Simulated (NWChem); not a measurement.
System: methyl formate (C2H4O2); SMILES COC=O

Excerpt of the output:

```
             Northwest Computational Chemistry Package (NWChem) 7.3.0
             --------------------------------------------------------

 C1  symmetry detected

                             Geometry "geometry" -> ""
                             -------------------------

 Output coordinates in angstroms (scale by  1.889725989 to convert to a.u.)

  No.       Tag          Charge          X              Y              Z
 ---- ---------------- ---------- -------------- -------------- --------------
    1 C                    6.0000    -0.52524727    -1.32443058     0.00003161
    2 O                    8.0000     0.68484445    -0.54406011    -0.00008211
    3 C                    6.0000     0.50830174     0.78663522     0.00003841
    4 O                    8.0000    -0.55340322     1.35986254    -0.00002754
    5 H                    1.0000    -1.11844372    -1.10944733    -0.89269224
    6 H                    1.0000    -0.20190097    -2.36527778     0.00526662
    7 H                    1.0000    -1.12325583    -1.10200643     0.88766662
    8 H                    1.0000     1.49374390     1.27708421     0.00021606

 Effective nuclear repulsion energy (a.u.)     121.9707545680

  pbe96 is a nonlocal functional; adding pw91lda local functional.

                                 NWChem DFT Module
                                 -----------------

 Summary of "ao basis" -> "ao basis" (spherical)
 ------------------------------------------------------------------------------
       Tag                 Description            Shells   Functions and Types
 ---------------- ------------------------------  ------  ---------------------
 C                          6-31+g*                  8       18   4s3p1d
 O                          6-31+g*                  8       18   4s3p1d
 H                          6-31+g*                  2        2   2s

            General Information
            -------------------
          SCF calculation type: DFT
          Wavefunction type:  closed shell.
          No. of atoms     :     8
          No. of electrons :    32
           Alpha electrons :    16
            Beta electrons :    16
          Charge           :     0
          Spin multiplicity:     1
          Use of symmetry is: off; symmetry adaption is: off
          Maximum number of iterations: 150
          AO basis - number of functions:    80
                     number of shells:    40
          Convergence on energy requested:  1.00D-06
          Convergence on density requested:  1.00D-05
          Convergence on gradient requested:  5.00D-04

              XC Information
              --------------
          PerdewBurkeErnzerhof Exchange Functional  1.000
            Perdew 1991 LDA Correlation Functional  1.000 local
           PerdewBurkeErnz. Correlation Functional  1.000 non-local

             Grid Information
             ----------------
          Grid used for XC integration:  medium
          Radial quadrature: Mura-Knowles
          Angular quadrature: Lebedev.
          Tag              B.-S. Rad. Rad. Pts. Rad. Cut. Ang. Pts.
          ---              ---------- --------- --------- ---------
          C                   0.70       49          12.0       434
          O                   0.60       49          11.0       434
          H                   0.35       45          11.0       434
          Grid pruning is: on
          Number of quadrature shells:   376
          Spatial weights used:  Erf1

      Superposition of Atomic Density Guess
      -------------------------------------

 Sum of atomic energies:        -226.83339675

      Non-variational initial energy
      ------------------------------

 Total energy =    -228.689470
 1-e energy   =    -550.604029
 2-e energy   =     199.943804
 HOMO         =      -0.399367
 LUMO         =       0.017924

     ---------------------------------------------
      Total Density - Mulliken Population Analysis
     ---------------------------------------------

    Atom       Charge   Shell Charges
 -----------   ------   -------------------------------------------------------
    1 C    6     6.45   2.00  0.70  1.86  0.67  1.04  0.07  0.07  0.05
    2 O    8     8.45   2.00  0.93  2.95  0.90  1.76 -0.09 -0.01  0.02
    3 C    6     5.22   2.00  0.68  1.45  0.46  0.42  0.04  0.05  0.11
    4 O    8     8.81   2.00  0.96  3.12  0.94  1.76 -0.03  0.05  0.02
    5 H    1     0.76   0.48  0.28
    6 H    1     0.76   0.48  0.28
    7 H    1     0.76   0.48  0.28
    8 H    1     0.80   0.47  0.33

   convergence    iter        energy       DeltaE   RMS-Dens  Diis-err
 ---------------- ----- ----------------- --------- --------- ---------
 d= 0,ls=0.0,diis     1   -228.6739710591 -3.51D+02  3.02D-02  1.19D+00
 d= 0,ls=0.0,diis     2   -227.9857485730  6.88D-01  2.40D-02  7.95D+00
 d= 0,ls=0.0,diis     3   -228.7699195550 -7.84D-01  6.19D-03  4.16D-01
 d= 0,ls=0.0,diis     4   -228.7992126060 -2.93D-02  2.20D-03  1.32D-01
 d= 0,ls=0.0,diis     5   -228.8112861706 -1.21D-02  6.01D-04  4.32D-03
  Resetting Diis
 d= 0,ls=0.0,diis     6   -228.8117409538 -4.55D-04  1.49D-04  1.85D-04
 d= 0,ls=0.0,diis     7   -228.8117657152 -2.48D-05  3.50D-05  3.13D-06
 d= 0,ls=0.0,diis     8   -228.8117652470  4.68D-07  2.09D-05  6.89D-06
 d= 0,ls=0.0,diis     9   -228.8117660968 -8.50D-07  3.46D-06  1.73D-07

         Total DFT energy =     -228.811766096771
      One electron energy =     -553.193071334998
           Coulomb energy =      231.610875019556
    Exchange-Corr. energy =      -29.200324349293
 Nuclear repulsion energy =      121.970754567963

 Numeric. integr. density =       31.999997897668

                       DFT Final Molecular Orbital Analysis
                       ------------------------------------

 Vector   14  Occ=2.000000D+00  E=-3.251669D-01
              MO Center=  1.7D-01, -5.2D-01,  1.4D-03, r^2= 2.4D+00
   Bfn.  Coefficient  Atom+Function         Bfn.  Coefficient  Atom+Function
  ----- ------------  ---------------      ----- ------------  ---------------
    21      0.411430  2 O  px                 3     -0.274280  1 C  px
    24      0.241640  2 O  s                 25      0.240798  2 O  px
    57      0.237562  4 O  px                39     -0.153584  3 C  px
    75     -0.145019  6 H  s                 22     -0.143059  2 O  py
    40      0.137329  3 C  py                76     -0.135662  6 H  s

 Vector   15  Occ=2.000000D+00  E=-2.786765D-01
              MO Center=  2.1D-02, -3.3D-02, -8.6D-04, r^2= 2.2D+00
   Bfn.  Coefficient  Atom+Function         Bfn.  Coefficient  Atom+Function
  ----- ------------  ---------------      ----- ------------  ---------------
    23      0.498459  2 O  pz                59     -0.372358  4 O  pz
    27      0.341342  2 O  pz                63     -0.238362  4 O  pz
     5     -0.159868  1 C  pz                74      0.132176  5 H  s
    78     -0.131557  7 H  s                 73      0.121701  5 H  s
    77     -0.120976  7 H  s                 31      0.087777  2 O  pz

 Vector   16  Occ=2.000000D+00  E=-2.469820D-01
              MO Center= -2.0D-01,  1.1D+00,  2.7D-05, r^2= 1.6D+00
   Bfn.  Coefficient  Atom+Function         Bfn.  Coefficient  Atom+Function
  ----- ------------  ---------------      ----- ------------  ---------------
    58      0.517701  4 O  py                62      0.333931  4 O  py
    57      0.290377  4 O  px                22      0.210956  2 O  py
    80     -0.198552  8 H  s                 61      0.172621  4 O  px
    26      0.159625  2 O  py                24      0.142742  2 O  s
    79     -0.141021  8 H  s                 28      0.136988  2 O  s

 Vector   17  Occ=0.000000D+00  E=-4.576312D-02
              MO Center=  2.8D-01,  7.8D-01, -3.4D-04, r^2= 2.0D+00
   Bfn.  Coefficient  Atom+Function         Bfn.  Coefficient  Atom+Function
  ----- ------------  ---------------      ----- ------------  ---------------
    45      0.550400  3 C  pz                41      0.527798  3 C  pz
    59     -0.405798  4 O  pz                49      0.360920  3 C  pz
    63     -0.340926  4 O  pz                23     -0.278011  2 O  pz
    67     -0.254753  4 O  pz                27     -0.232899  2 O  pz
    74     -0.146884  5 H  s                 78      0.145799  7 H  s

 Vector   18  Occ=0.000000D+00  E=-3.252544D-03
              MO Center= -5.4D-01, -1.5D+00, -6.9D-05, r^2= 8.8D+00
   Bfn.  Coefficient  Atom+Function         Bfn.  Coefficient  Atom+Function
  ----- ------------  ---------------      ----- ------------  ---------------
    46      1.422008  3 C  s                 10      0.868515  1 C  s
    28     -0.775960  2 O  s                 64     -0.728731  4 O  s
     6     -0.522465  1 C  s                 12     -0.393949  1 C  py
    47     -0.262825  3 C  px                42      0.222608  3 C  s
    43     -0.210244  3 C  px                 2     -0.191696  1 C  s

[...]

                         DFT ENERGY GRADIENTS

    atom               coordinates                        gradient
                 x          y          z           x          y          z
   1 C      -0.992573  -2.502811   0.000060    0.000408   0.000610  -0.000012
   2 O       1.294168  -1.028125  -0.000155   -0.006199   0.007156  -0.000015
   3 C       0.960551   1.486525   0.000073   -0.011822   0.002999   0.000015
   4 O      -1.045780   2.569768  -0.000052    0.018918  -0.010919   0.000001
   5 H      -2.113552  -2.096551  -1.686944    0.002976  -0.001274   0.004821
   6 H      -0.381538  -4.469727   0.009952   -0.001925   0.005196  -0.000008
   7 H      -2.122646  -2.082490   1.677447    0.003008  -0.001317  -0.004801
   8 H       2.822767   2.413339   0.000408   -0.005365  -0.002451  -0.000002
```

Level: PBE/6-31+G* (spherical d). Structure relaxed at the B3LYP/6-31G* (spherical d) level.

Problem. Write an input that gives this output.

Solution. This is not unique; one that fits is the input that was run:
```
start job
memory heap 200 mb stack 900 mb global 1100 mb
geometry units angstroms noautoz
  C     -0.519323    -1.327145     0.002559
  O      0.688547    -0.543341     0.001378
  C      0.508225     0.786847     0.000255
  O     -0.555104     1.357056    -0.000093
  H     -1.113355    -1.114713    -0.890220
  H     -0.193020    -2.367064     0.008719
  H     -1.117735    -1.105560     0.890132
  H      1.492270     1.280093    -0.000296
end
basis spherical
  * library 6-31+g*
end
dft
  xc xpbe96 cpbe96
  iterations 150
  mulliken
end
task dft gradient
```
